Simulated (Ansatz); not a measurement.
Rock-salt HfN was calculated with rVV10 in Ansatz (PAW).

Numerical settings: plane-wave cutoff 520 eV, 22×22×22 k mesh, Fermi–Dirac smearing 0.05 eV, scalar-relativistic PAW data made under PBE.

Cell (relaxed at this level):

Space group Fm-3m (No. 225); a = 4.5774 Å, b = 4.5774 Å, c = 4.5774 Å, α = 90.00°, β = 90.00°, γ = 90.00°

```tsv
atom	site	symmetry	x	y	z
Hf	4a	m-3m	0.0000	0.0000	0.0000
N	4b	m-3m	0.5000	0.5000	0.5000
```
(The calculation used a cell of 2 atoms; values per cell refer to that cell.)

### Question
Give the computed bulk modulus B0 and pressure derivative B′ of the bulk modulus.

### Answer

- bulk modulus B0 = 256 GPa
- pressure derivative B′ of the bulk modulus = 4.3

The run finds no gap.

Measured, for comparison: bulk modulus 260 GPa (room temperature, not corrected to a static lattice, our sources range from 260 to 306; as tabulated in Synthesis of Binary Transition Metal Nitrides, Carbides and Borides from the …). Computed (rounded) less measured: bulk modulus not scored (sources differ).

Spin–orbit coupling is not included.

The computed numbers hold no vibrational or temperature effects.

Cost on a shared machine: very roughly 2.3 core-minutes.

Ansatz is a first-principles code.
